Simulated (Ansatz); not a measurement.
**Two structures, one formula**

The two ends of one reaction step of AlH₂OF, singlet (PBE0-D4/def2-TZVP).

A:

```xyz
5
angstrom
Al -0.1236 0.2961 0.1080
F 1.1006 -2.7434 -0.9727
H 0.7686 -1.9221 -0.6807
O -0.7044 1.7663 0.6241
H -1.0412 2.6030 0.9214
```

B:

```tsv
atom	x (Å)	y (Å)	z (Å)
Al1	0.2826	-0.3531	-0.1932
F2	-0.6860	-1.6621	0.0639
H3	1.6680	-0.5368	-0.8919
O4	-0.2177	1.1775	0.2947
H5	-1.0469	1.3745	0.7265
```

Ansatz 0.2.0; basis: def2-TZVPP; cores frozen in the correlated methods. B3LYP uses VWN-RPA correlation.

Q: Which structure is lower at CCSD(T), and by how much? (Judge from chemistry; the value comes from the calculation.)

A: Computed: B, by 235.0 kJ/mol (electronic energy, against the other). By their contacts, A is a complex of AlHO ([OH][Al]) + HF and B is AlH₂OF ([OH][AlH][F]).

All methods give the same order:

```tsv
method	E(B) − E(A) (kJ/mol)
SPW92	-217.9
PBE-D4	-213.3
BLYP-D4	-217.2
r2SCAN-D4	-249.5
B97M-V	-249.4
PBE0-D4	-224.2
B3LYP-D4	-226.8
r2SCAN0-D4	-248.4
BHLYP-D4	-239.8
CAM-B3LYP-D4	-236.7
wB97X-V	-242.8
wB97M-V	-227.3
B2PLYP	-236.2
PBE-QIDH	-241.0
RPA on PBE	-227.2
HF	-248.2
MP2	-246.7
CCSD	-236.3
CCSD(T)	-235.0
```

T1 diagnostic: at most 0.013.

Labels in which every atom is bracketed show which atoms are joined, not bond orders.

For scale, one of the runs: CCSD(T)/def2-TZVPP, 132 basis functions (an equivalent command: `ansatz run in.yaml --threads 2`). Time: 4 s of wall clock on 2 CPU threads; the host was shared. Peak host memory: 0.73 GiB.
